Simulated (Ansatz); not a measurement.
## Which is lower?

Two relaxed structures of AlSiH4, doublet (PBE0-D4/def2-TZVP; forces vanish, vibrations not checked).

A:

```
6
angstrom
Al 1.3370 -1.0864 1.1669
Si -0.4707 1.0179 -0.2814
H 0.2130 0.7929 1.0624
H -1.4916 -0.0257 -0.5337
H 0.5334 1.0975 -1.3680
H -1.1379 2.3404 -0.1194
```

B:

```
6
angstrom
Al 0.7261 -1.1080 1.2374
Si -0.3316 0.6091 -0.1993
H 1.3010 -2.4299 0.5312
H -1.5316 0.0445 -0.8855
H 0.6136 1.0812 -1.2542
H -0.7775 1.8031 0.5705
```

Ansatz 0.2.0; basis: def2-TZVPP; cores frozen in the correlated methods; orbitals are unrestricted. B3LYP uses VWN-RPA correlation.

(1) Which structure is lower at CCSD(T), and by how much? (Judge from chemistry; the value comes from the calculation.)

T1 diagnostic: at most 0.021. ⟨S²⟩ of the unrestricted Hartree–Fock references: 0.76 to 0.78 (a pure state has 0.75).

Results:

(1) By the calculation: B, by 0.568 eV (electronic energy, against the other). By their contacts, A is a complex of SiH₄ + Al and B is AlSiH₄ ([AlH][SiH3]).

All methods give the same order:

```tsv
method	E(B) − E(A) (eV)
PBE-D4	-0.583
r2SCAN-D4	-0.737
PBE0-D4	-0.633
B3LYP-D4	-0.528
wB97M-V	-0.506
HF	-0.645
MP2	-0.657
CCSD	-0.562
CCSD(T)	-0.568
```

Labels in which every atom is bracketed show which atoms are joined, not bond orders.

For scale, one of the runs: CCSD(T)/def2-TZVPP, 140 basis functions, launched by `ansatz run in.yaml --threads 2 --pin off --events-out ev --progress --plain --max-ram 4352MiB`. The run took 21 s on 2 CPU threads of an Arm Neoverse V2 (shared host), with 1.5 GiB of host memory at its peak.
